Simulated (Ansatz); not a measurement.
System: nitrous oxide, N₂O, charge 0, multiplicity 1. 
Geometry from a B3LYP-D3(BJ)/def2-TZVP (Ansatz, a quantum-chemistry and plane-wave program) optimisation:
```xyz
3

N      0.0000     0.0000    -1.1943
N      0.0000     0.0000    -0.0734
O      0.0000     0.0000     1.1093
```

Basis-set convergence of Hartree-Fock and CCSD(T) correlation energies (hartree) with Ansatz. Cores are frozen in the correlated levels unless marked. No spin-orbit coupling. No relativistic terms.

```
basis    functions       E(HF)  E(corr, CCSD(T))
-------  ---------  ----------  ----------------
cc-pVDZ         42  -183.69720          -0.53489
cc-pVTZ         90  -183.75101          -0.65579
cc-pVQZ        165  -183.76445          -0.69700
```

Extrapolating the two largest sets (X = 3 and 4) as X^-3: E(corr) = (64·(-0.69700) - 27·(-0.65579))/37 = -0.7271 Eh, an estimate of the basis-set limit. The largest set recovers 95.9 % of it, the smallest 73.6 %.
